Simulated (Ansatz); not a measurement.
Results of r²SCAN (Ansatz, a first-principles code, PAW) for trigonal Te.

Settings: plane-wave cutoff 600 eV, 12×12×6 k mesh (along the axes of the cell as run), finite displacements, scalar-relativistic PAW data made under PBE.

Cell (measured lattice):

```xyz
3
Lattice="4.4511 0.0000 0.0000 -2.2256 3.8548 0.0000 0.0000 0.0000 5.9262" Properties=species:S:1:pos:R:3 pbc="T T T"
Te    -0.5920     1.0254     3.9508
Te     1.6335     2.8294     0.0000
Te     1.1840     0.0000     1.9754
```

Estimate the electronic dielectric constant ε∞ (mean over three axes) and static dielectric constant (mean over three axes) that the calculation returns.


electronic dielectric constant ε∞ (mean over three axes): 33.9
static dielectric constant (mean over three axes): 45.0

Measured, for comparison: high-frequency dielectric constant 28.2 (temperature not stated, copied from a table, unchecked, long-wavelength limit of the electronic terms of a dispersion formula fitted to measured refractive indices over 4.0-14.0 um; lattice terms left out, mean of the two values across and the one along c; as tabulated in Caldwell and Fan (1959), doi:10.1103/physrev.114.664). Computed (rounded) less measured: high-frequency dielectric constant not scored (unchecked).

Note: the cell isn't this level's own, so it is under some stress, which shifts stiffness and frequencies.

Spin–orbit coupling is not included.

The result took about 120 core-minutes (a rough figure).
